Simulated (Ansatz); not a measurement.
Species: H2N, SMILES `[NH2]` (charge 0, multiplicity 2).

### Question
Give a relaxed geometry from PBE-D3(BJ)/def2-SVP run with Ansatz (a first-principles code).

### Answer
the end point of this relaxation (outside a Z-matrix the atoms follow the SMILES, hydrogens last).
Bond lengths (Å): N1–H2 1.047, N1–H3 1.047. Angles (°): H2–N1–H3 100.1.
